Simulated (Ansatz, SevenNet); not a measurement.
## Enthalpy of formation of antifluorite Mg2Si: levels of theory against measurement

Reference value: -0.269 eV/atom (measured, 298 K, copied from a table, unchecked, not corrected to a static lattice; as tabulated in Wang et al. (2021), doi:10.1038/s41598-021-94550-5).

```csv
level (code),value (eV/atom),difference (eV/atom)
SevenNet-l3i5,-0.101,+0.168
LDA (Ansatz),-0.173,+0.096
PBE (Ansatz),-0.159,+0.110
PBE-D3(BJ) (Ansatz),-0.162,+0.107
PBE-D4 (Ansatz),-0.213,+0.056
rVV10 (Ansatz),-0.131,+0.138
B3LYP (VWN-RPA form) (Ansatz),-0.269,0.000
PBE0 (Ansatz),-0.197,+0.072
Hartree–Fock (Ansatz),-0.364,-0.095
```

Once the reference is moved by up to 0.100 eV/atom (a margin picked here for doubts on the reference and the settings, and for temperature and zero-point motion) and values within 0.010 eV/atom count as equal, the nearest can be B3LYP (VWN-RPA form) (0.000 eV/atom), PBE-D4 (+0.056 eV/atom), PBE0 (+0.072 eV/atom), Hartree–Fock (-0.095 eV/atom), LDA (+0.096 eV/atom), PBE-D3(BJ) (+0.107 eV/atom) or PBE (+0.110 eV/atom).

The measured value isn't corrected to a static lattice, so vibrations enter the comparison.  PBE-D4: a distance lies near a switch of the dispersion term, which can move the cell. Each level is taken at its own relaxed cell. Ansatz's density-functional and Hartree–Fock values are scalar-relativistic unless marked +SOC, with PAW data made under PBE.

Machine-learned potentials (SevenNet-l3i5) are trained on DFT data: a solid inside that data is no test of them.

Differences are worked out from the printed values.

Ansatz is a quantum-chemistry and plane-wave program.
